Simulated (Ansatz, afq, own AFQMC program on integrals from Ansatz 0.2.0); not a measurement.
**Where AFQMC and coupled cluster stand for BCl$_{3}$, singlet**

```
atom    x (Å)    y (Å)    z (Å)
   B   0.0521   0.0918  -0.0002
  Cl   1.7894   0.1049  -0.0003
  Cl  -0.8279   1.5898  -0.0028
  Cl  -0.9773  -1.7226   0.0031
```

Connectivity, by distances: Cl–B(–Cl)–Cl.

Basis cc-pVDZ. Only valence electrons are correlated. AFQMC by an in-house program on the Cholesky factors that Ansatz 0.2.0 writes for its CCSD(T) run. ph-AFQMC/CISD is guided by a CISD state made of CCSD amplitudes; releasing the constraint for a short imaginary time cuts its bias at the price of noise, slowly where states lie close. ± is one standard error of the sampling.

Determinant: RHF, the one that the program's search chose, which needn't be the lowest solution. The geometry is a point of a scan.

No full CI on the walks' own integrals is used here; CCSDT(Q) serves as the reference and is uncertain by about the last step of the cluster series.

- T1 diagnostic: 0.0134
- weight of the determinant in the CISD state: 0.811
- size of the correlated space: 24 electrons in 52 orbitals

Reference: CCSDT(Q), correlation energy -14.646 eV. The released energy is read at 0.90 1/Eh (meV from the phaseless value at times in 1/Eh: -6 ± 9 at 0.21, 8 ± 7 at 0.42, 9 ± 10 at 0.63, -7 ± 12 at 0.90).

```
         level  E − E(reference) (mEh)  share of correlation (%)
            HF                  538.24                      0.00
           MP2                   52.02                     90.34
          CCSD                   16.89                     96.86
       CCSD(T)                    2.12                     99.61
         CCSDT                    1.15                     99.79
 ph-AFQMC/CISD            -0.03 ± 0.25                    100.01
released AFQMC            -0.27 ± 0.42                    100.05
```

A walk keeps the symmetry of its determinant, which the program's search chose and which needn't be the lowest solution, so a lower state of the same spin and another symmetry isn't excluded. Released energies are given only where the last usable release times agree within the noise; a slower fall can still hide under it.
